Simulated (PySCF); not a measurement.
Epifluorohydrin, C₃H₅FO.
SMILES with atom numbers: `[F:1][CH2:2][C@@H:3]1[CH2:4][O:5]1` (hydrogens: H6, H7 on C2; H8 on C3; H9, H10 on C4)

The same species was optimised twice, with GFN2-xTB and with PBE0-D3(BJ)/def2-SVP (PySCF), and the same property calculations (PySCF, gas phase) were run on both structures.

```json
{"coordinate": "C3–O5 (Å)", "GFN2-xTB": "1.393", "PBE0-D3(BJ)/def2-SVP": "1.408", "change": "+0.015"}
{"coordinate": "C4–H9 (Å)", "GFN2-xTB": "1.084", "PBE0-D3(BJ)/def2-SVP": "1.098", "change": "+0.014"}
{"coordinate": "C4–H10 (Å)", "GFN2-xTB": "1.083", "PBE0-D3(BJ)/def2-SVP": "1.097", "change": "+0.014"}
{"coordinate": "C4–O5 (Å)", "GFN2-xTB": "1.399", "PBE0-D3(BJ)/def2-SVP": "1.411", "change": "+0.012"}
{"coordinate": "C3–H8 (Å)", "GFN2-xTB": "1.088", "PBE0-D3(BJ)/def2-SVP": "1.099", "change": "+0.011"}
{"coordinate": "C2–C3 (Å)", "GFN2-xTB": "1.511", "PBE0-D3(BJ)/def2-SVP": "1.501", "change": "-0.010"}
{"coordinate": "C2–H6 (Å)", "GFN2-xTB": "1.094", "PBE0-D3(BJ)/def2-SVP": "1.103", "change": "+0.009"}
{"coordinate": "C2–H7 (Å)", "GFN2-xTB": "1.095", "PBE0-D3(BJ)/def2-SVP": "1.103", "change": "+0.008"}
{"coordinate": "C3–C4 (Å)", "GFN2-xTB": "1.465", "PBE0-D3(BJ)/def2-SVP": "1.462", "change": "-0.003"}
{"coordinate": "F1–C2 (Å)", "GFN2-xTB": "1.373", "PBE0-D3(BJ)/def2-SVP": "1.370", "change": "-0.003"}
{"coordinate": "F1–C2–H6 (°)", "GFN2-xTB": "107.5", "PBE0-D3(BJ)/def2-SVP": "109.8", "change": "+2.3"}
{"coordinate": "H6–C2–H7 (°)", "GFN2-xTB": "110.2", "PBE0-D3(BJ)/def2-SVP": "108.4", "change": "-1.8"}
{"coordinate": "F1–C2–H7 (°)", "GFN2-xTB": "107.1", "PBE0-D3(BJ)/def2-SVP": "108.8", "change": "+1.7"}
{"coordinate": "C3–C2–H6 (°)", "GFN2-xTB": "111.1", "PBE0-D3(BJ)/def2-SVP": "109.5", "change": "-1.6"}
{"coordinate": "C2–C3–O5 (°)", "GFN2-xTB": "116.9", "PBE0-D3(BJ)/def2-SVP": "115.4", "change": "-1.5"}
{"coordinate": "C3–O5–C4 (°)", "GFN2-xTB": "63.3", "PBE0-D3(BJ)/def2-SVP": "62.4", "change": "-0.9"}
{"coordinate": "C2–C3–H8 (°)", "GFN2-xTB": "114.6", "PBE0-D3(BJ)/def2-SVP": "115.2", "change": "+0.6"}
{"coordinate": "C3–C2–H7 (°)", "GFN2-xTB": "111.1", "PBE0-D3(BJ)/def2-SVP": "110.5", "change": "-0.6"}
{"coordinate": "F1–C2–C3–C4 (°)", "GFN2-xTB": "-91", "PBE0-D3(BJ)/def2-SVP": "-92", "change": "-1"}
```

Rotational constants: A = 14725, B = 3196, C = 2918 MHz (GFN2-xTB) against A = 14602, B = 3208, C = 2925 MHz (PBE0-D3(BJ)/def2-SVP). Point groups within 0.08 Å: C1 and C1.

On the GFN2-xTB structure: HOMO (eV) -8.16 [PBE0/pcSseg-1]; LUMO (eV) 1.66 [PBE0/pcSseg-1]; dipole (D) 0.48 [PBE0/pcSseg-1]; GIAO shielding of F1 (ppm) 434.9 [PBE0/pcSseg-1]; GIAO shielding of C2 (ppm) 97.8 [PBE0/pcSseg-1]; GIAO shielding of C3 (ppm) 139.3 [PBE0/pcSseg-1]; GIAO shielding of C4 (ppm) 142.0 [PBE0/pcSseg-1]; GIAO shielding of O5 (ppm) 331.7 [PBE0/pcSseg-1].

Task: What do these properties become on the PBE0-D3(BJ)/def2-SVP structure?

Result: 
```json
{"property": "HOMO (eV)", "level": "PBE0/pcSseg-1", "on GFN2-xTB": "-8.16", "on PBE0-D3(BJ)/def2-SVP": "-8.17", "change": "-0.01"}
{"property": "LUMO (eV)", "level": "PBE0/pcSseg-1", "on GFN2-xTB": "1.66", "on PBE0-D3(BJ)/def2-SVP": "1.63", "change": "-0.03"}
{"property": "dipole (D)", "level": "PBE0/pcSseg-1", "on GFN2-xTB": "0.48", "on PBE0-D3(BJ)/def2-SVP": "0.53", "change": "+0.05"}
{"property": "energy, GFN2-xTB geometry as zero (kcal/mol)", "level": "PBE0/pcSseg-1", "on GFN2-xTB": "0.0", "on PBE0-D3(BJ)/def2-SVP": "-0.5", "change": "-0.5"}
{"property": "GIAO shielding of F1 (ppm)", "level": "PBE0/pcSseg-1", "on GFN2-xTB": "434.9", "on PBE0-D3(BJ)/def2-SVP": "433.9", "change": "-1.0"}
{"property": "GIAO shielding of C2 (ppm)", "level": "PBE0/pcSseg-1", "on GFN2-xTB": "97.8", "on PBE0-D3(BJ)/def2-SVP": "97.5", "change": "-0.3"}
{"property": "GIAO shielding of C3 (ppm)", "level": "PBE0/pcSseg-1", "on GFN2-xTB": "139.3", "on PBE0-D3(BJ)/def2-SVP": "137.5", "change": "-1.8"}
{"property": "GIAO shielding of C4 (ppm)", "level": "PBE0/pcSseg-1", "on GFN2-xTB": "142.0", "on PBE0-D3(BJ)/def2-SVP": "138.1", "change": "-3.9"}
{"property": "GIAO shielding of O5 (ppm)", "level": "PBE0/pcSseg-1", "on GFN2-xTB": "331.7", "on PBE0-D3(BJ)/def2-SVP": "327.1", "change": "-4.6"}
```

The heavy atoms differ by 0.013 Å rms after alignment. Among all bonds C3–O5, C4–H9 and C4–H10 change most and about equally (+0.014 to +0.015 Å). Changes are differences of the printed values. Neither structure is proved a minimum here.

The values belong to the conformer `[F:1][CH2:2][C@@H:3]1[CH2:4][O:5]1`: F1–C2–C3–C4 -92°.
